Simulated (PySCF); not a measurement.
## How methods differ on the ionisation energy of N

N [He] 2s2 2p3 (4S) → N⁺ [He] 2s2 2p2 (3P), as a difference of total energies. All numbers are calculated (PySCF 2.14, scalar relativity by spin-free X2C-1e, in x2c-TZVPPall with one added diffuse shell each of s, p, d type (6s4p3d1f, 40 functions)). Correlated levels: valence: 1s2 frozen. The calculations carry no spin-orbit coupling.

| method | ionisation energy (eV) | error (eV) |
| --- | --- | --- |
| UHF | 13.891 | -0.654 |
| MP2 (valence) | 14.566 | +0.021 |
| SCS-MP2 (valence) | 14.312 | -0.233 |
| CCSD (valence) | 14.429 | -0.116 |
| CCSD(T) (valence) | 14.451 | -0.094 |
| CCSDT (valence) | 14.451 | -0.094 |

Reference: 14.545 eV (measured; NIST levels, between the centres of gravity of the two terms).

Errors of the correlated levels include the incompleteness of this basis and the frozen core.
